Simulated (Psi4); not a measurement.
Psi4 input (wB97X-D/6-31G*):

```
memory 1500 MB

molecule {
-1 1
C    -0.02784272    0.07672693    0.05477787
C    -0.08889168    0.83888068    1.33004228
C    -0.01253030   -0.71527917    1.30288250
C     0.75721562    0.00668667   -1.21024639
C    -0.77765176    0.01327665   -1.22694930
H     0.91531343    1.23209040    1.56079430
H    -0.90142096   -1.28826233    1.58274551
H     0.91258719   -1.26192393    1.51820960
H     1.25888284   -0.91323288   -1.50845941
H     1.26283121    0.90616505   -1.55641461
H    -1.27312957   -0.91059355   -1.51956341
H    -1.27685927    0.91400673   -1.58035391
symmetry c1
no_reorient
no_com
}

set {
  basis 6-31G*
  reference rks
  scf_type pk
  dft_radial_points 99
  dft_spherical_points 590
  e_convergence 1e-8
  d_convergence 1e-7
  maxiter 150
}

e = energy('wb97x-d')
print_out(f'\nFINAL {e:.10f} DIPOLE {variable("CURRENT DIPOLE")[0]:.6f} {variable("CURRENT DIPOLE")[1]:.6f} {variable("CURRENT DIPOLE")[2]:.6f}\n')
```

Problem. What final total energy does it give?

Solution. -194.51661 Eh.
